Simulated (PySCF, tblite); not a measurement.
**C4H10N2: geometry, infrared bands and NMR shifts**

Wanted: the infrared bands and NMR shifts of C4H10N2 (`C[C@@H]1CCNN1`), by calculation.

Programs: tblite 0.8.0 and PySCF 2.14.0, with density-fitted response routines of our own. Each step states its level of theory. These are calculated values for one molecule in the gas phase, unless marked as measured. Atoms count from 0, in the outputs and in this text.

### Step 1. The molecule as given

16 atoms, charge 0, multiplicity 1; geometry from: force field or distance geometry start.

Bonds of the start (Å): C0–C1 1.52, C1–C2 1.51, C2–C3 1.51, C3–N4 1.46, N4–N5 1.44, N5–C1 1.47, C0–H6 1.10, C0–H7 1.10, C0–H8 1.09, C1–H9 1.11, C2–H10 1.10, C2–H11 1.09, C3–H12 1.09, C3–H13 1.11, N4–H14 1.02, N5–H15 1.03.

### Step 2. Relaxing the molecule with GFN2-xTB

What the job is given:

```
{"job": {"kind": "relax", "xc": "GFN2-xTB", "basis": "xTB"}, "charge": 0, "multiplicity": 1}
C      1.804800     0.376300    -0.752500
C      0.693000    -0.249800     0.082500
C     -0.485900    -0.704400    -0.736300
C     -1.666200    -0.433700     0.168300
N     -1.267100     0.791600     0.853800
N      0.149200     0.668300     1.100200
H      1.436400     1.270300    -1.286400
H      2.648700     0.686600    -0.121300
H      2.171700    -0.335500    -1.496000
H      1.111000    -1.119800     0.627400
H     -0.596900    -0.101400    -1.654200
H     -0.430800    -1.757700    -1.025800
H     -2.608700    -0.318900    -0.361700
H     -1.780300    -1.255100     0.900400
H     -1.798900     0.909900     1.718100
H      0.612700     1.582200     1.049200
```

Launch:

```bash
$ OMP_NUM_THREADS=1 python probes_run.py task.json out
```

The driver reads the jobs from task.json and runs them one after another.

**Question.** This job is followed by: GFN2-xTB harmonic vibrations, gas phase; GIAO PBE0/pcSseg-1 NMR shielding, non-relativistic, gas phase. Predict these results of the whole session: strongest single infrared mode (GFN2-xTB); zero-point energy (GFN2-xTB); ¹³C shifts against TMS (PBE0/pcSseg-1); ¹H shifts against TMS (PBE0/pcSseg-1, means over atoms taken as alike); ¹⁵N shifts against NH3 (PBE0/pcSseg-1).

**Answer**, as computed:

| quantity | value |
| --- | --- |
| strongest single infrared mode (GFN2-xTB) | 3018 cm⁻¹, 54 km/mol |
| zero-point energy (GFN2-xTB) | 89.8 kcal/mol |
| ¹³C shifts against TMS (PBE0/pcSseg-1) | 61.2, 54.4, 39.8, 20.5 ppm |
| ¹H shifts against TMS (PBE0/pcSseg-1, means over atoms taken as alike) | 3.10, 3.02, 2.70, 2.60, 1.96, 1.93, 1.23, 1.18 ppm |
| ¹⁵N shifts against NH3 (PBE0/pcSseg-1) | 127.7, 116.7 ppm |

**Reading.** Relaxing lowered the energy by 0.249 eV in 109 steps; the close pair that moved most is C1–C2, from 1.506 to 1.551 Å. All 42 modes are real, so the xTB geometry is a minimum. GFN2-xTB is a fitted tight-binding method: band positions and strengths are rough. Its intensities can rank the bands wrongly. C1 (sp3 CH bonded to N) lies farthest downfield among carbon, at 61.2 ppm; deshielded by the electronegative neighbour. At PBE0/pcSseg-1: The widest tensor belongs to N4: span 147 ppm, with a paramagnetic part of -167 ppm.
